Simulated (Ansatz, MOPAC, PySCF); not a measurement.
Species: CHO₂ (charge -1, singlet). SMILES: O=[C-]O
Structure (B3LYP-D3(BJ)/def2-TZVP (Ansatz, a program for electronic structure) minimum search):
```xyz
4

O     -1.0561    -0.3806    -0.0120
C      0.0122     0.6089    -0.0135
O      1.1192     0.0788     0.0201
H     -0.5775    -1.2392     0.0166
```
Charge -1, spin multiplicity 1.

Unscaled harmonic wavenumbers (cm⁻¹) in rising order, each level at the stationary point that it reaches from this structure (no distance between atoms moves by over 0.3 Å); the order of modes can differ between levels, and a negative number is imaginary. B3LYP-D3(BJ)/def2-TZVP (PySCF, at the structure above): 549, 680, 702, 1183, 1610, 3440.

AM1 (MOPAC): 627, 695, 1228, 1393, 1962, 3409. Zero-point energy 13.3 against 11.7 kcal/mol; where all levels lie over 400 cm⁻¹, the wavenumbers are on average 1.217 times those of B3LYP-D3(BJ)/def2-TZVP.

PM3 (MOPAC): 410, 672, 1141, 1209, 1885, 3722. Zero-point energy 12.9 against 11.7 kcal/mol; where all levels lie over 400 cm⁻¹, the wavenumbers are on average 1.106 times those of B3LYP-D3(BJ)/def2-TZVP.

HF/3-21G (Ansatz): 572, 705, 785, 1275, 1716, 3642. Zero-point energy 12.4 against 11.7 kcal/mol; where all levels lie over 400 cm⁻¹, the wavenumbers are on average 1.066 times those of B3LYP-D3(BJ)/def2-TZVP.

HF/6-31G* (Ansatz): 613, 729, 850, 1310, 1790, 3927. Zero-point energy 13.2 against 11.7 kcal/mol; where all levels lie over 400 cm⁻¹, the wavenumbers are on average 1.127 times those of B3LYP-D3(BJ)/def2-TZVP.
